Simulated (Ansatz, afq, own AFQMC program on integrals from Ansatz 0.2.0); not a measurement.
**Si₂H₂, singlet in cc-pVDZ, levels against CCSDT(Q)**

```xyz
4

Si    0.0000    0.0650    1.0026
Si    0.0000   -0.0038   -1.0977
H     0.0000   -0.4317    2.5897
H     0.0000   -1.2739    0.0595
```

Connectivity, by distances: SiH–Si, 1 bridging H.

Basis cc-pVDZ. Noble-gas cores (and the filled d shells of Ga–Kr and In–Xe) are frozen. AFQMC by an in-house program on the Cholesky factors that Ansatz 0.2.0 writes for its CCSD(T) run. ph-AFQMC/CISD is guided by a CISD state made of CCSD amplitudes; releasing the constraint for a short imaginary time cuts its bias at the price of noise, slowly where states lie close. Free AFQMC starts from the CCSD state and is never constrained. Its projection time is finite, and what remains of the start isn't in its error. Uncertainties: one standard error, sampling alone.

Determinant: RHF, the one that the program's search chose, which needn't be the lowest solution. The geometry is a point of a scan.

No full CI on the walks' own integrals is used here; CCSDT(Q) serves as the reference and is uncertain by about the last step of the cluster series.

Cautions: higher spins were not checked; restricted determinant unstable towards unrestricted (UHF 57 meV lower, ⟨S²⟩ 0.34); raised T1 diagnostic (T1 0.020, weight of the determinant 0.83, largest double 0.13).

The T1 diagnostic is 0.0202 and the weight of the determinant in the CISD state is 0.833. The size of the correlated space is 10 electrons in 36 orbitals.

Reference: CCSDT(Q), correlation energy -6.525 eV. The released energy is read at 2.40 1/Eh (meV from the phaseless value at times in 1/Eh: 9 ± 17 at 0.24, 3 ± 12 at 0.51, -10 ± 16 at 0.99, -17 ± 18 at 1.62, 17 ± 19 at 2.40).

| level | E − E(reference) (meV) | share of correlation (%) |
| --- | --- | --- |
| HF | 6524.8 | 0.00 |
| MP2 | 1286.5 | 80.28 |
| CCSD | 392.2 | 93.99 |
| CCSD(T) | 65.3 | 99.00 |
| CCSDT | 29.1 | 99.55 |
| ph-AFQMC/HF | -25.9 ± 83.4 | 100.40 |
| ph-AFQMC/CISD | 27.3 ± 18.1 | 99.58 |
| released AFQMC | 44.4 ± 19.1 | 99.32 |
| free AFQMC | -8.2 ± 18.2 | 100.13 |

Free projections are given only where their last times agree within the noise and don't stop above the reference; a slow remainder of the start can still hide under it. A walk keeps the symmetry of its determinant, which the program's search chose and which needn't be the lowest solution, so a lower state of the same spin and another symmetry isn't excluded. Released energies are given only where the last usable release times agree within the noise; a slower fall can still hide under it.
